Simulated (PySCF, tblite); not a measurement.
# C₆H₁₁ radical: geometry, infrared bands and EPR parameters

Wanted: the infrared bands and EPR parameters of C₆H₁₁ radical (`C=C[C](C)CC`), by calculation.

Computed with tblite 0.8.0 and PySCF 2.14.0, with density-fitted response routines of our own, on a single molecule in the gas phase. Atoms are numbered from 0 throughout.

### Step 1. The starting structure

17 atoms, charge 0, multiplicity 2; geometry from: force field or distance geometry start.

Bonds of the start (Å): C0–C1 1.35, C1–C2 1.43, C2–C3 1.51, C2–C4 1.51, C4–C5 1.52, C0–H6 1.09, C0–H7 1.09, C1–H8 1.10, C3–H9 1.09, C3–H10 1.09, C3–H11 1.09, C4–H12 1.10, C4–H13 1.10, C5–H14 1.10, C5–H15 1.09, C5–H16 1.09.

### Step 2. Geometry optimisation with GFN2-xTB

The job: settings as JSON, then the geometry in Å.

```
{"job": {"kind": "relax", "xc": "GFN2-xTB", "basis": "xTB"}, "charge": 0, "multiplicity": 2}
C      2.557800    -0.015200     0.474300
C      1.308100    -0.505500     0.583700
C      0.205800    -0.205400    -0.270100
C      0.318300     0.753100    -1.433700
C     -1.150300    -0.800200     0.040800
C     -2.047200     0.172200     0.788800
H      2.829700     0.689300    -0.309400
H      3.331400    -0.297100     1.181500
H      1.122400    -1.207700     1.410700
H     -0.616700     0.796700    -1.993600
H      1.103900     0.422100    -2.115500
H      0.543400     1.752900    -1.069500
H     -1.045100    -1.717400     0.629700
H     -1.636300    -1.092900    -0.904600
H     -1.596600     0.468000     1.750500
H     -2.224400     1.086000     0.224500
H     -3.011100    -0.287000     1.001900
```

Launch:

```sh
$ OMP_NUM_THREADS=1 python probes_run.py task.json out
```

This one command runs all jobs of the session in turn.

**Question.** This job is followed by: GFN2-xTB harmonic vibrations, gas phase; UKS B3LYP, pcH-1 on C H, non-relativistic, mean-field spin-orbit, GIAO. Predict these results of the whole session: strongest single infrared mode (GFN2-xTB); zero-point energy (GFN2-xTB); g(iso) (B3LYP); ⟨S²⟩; largest a(iso) (averaged by class); potential on the surface of density 0.002 e/bohr³, 1st and 99th percentile.

**Answer**, as computed:

```
                                                                  quantity                 value
                                 strongest single infrared mode (GFN2-xTB)  3038 cm⁻¹, 85 km/mol
                                              zero-point energy (GFN2-xTB)         93.5 kcal/mol
                                                            g(iso) (B3LYP)               2.00259
                                                                      ⟨S²⟩    0.774 (exact 0.75)
                                        largest a(iso) (averaged by class)   13C on C2, 61.0 MHz
potential on the surface of density 0.002 e/bohr³, 1st and 99th percentile    -0.77 V and 0.66 V
```

What this shows: Over 40 steps the energy fell by 0.078 eV; of the close pairs, C1–C2 changed most, 1.426 to 1.387 Å. All 45 modes are real, so the xTB geometry is a minimum. Unscaled tight-binding wavenumbers are off by several per cent, some by more. Its intensities can rank the bands wrongly. The largest spin populations lie on C2 (0.65 e), C0 (0.64 e). The isotropic g lies 0.3 ppt above the free-electron value. These values are for one conformer; the search (at its own cheap level) found 2 more, at 0.51, 1.14 kcal/mol, and measured spectra average over such forms.
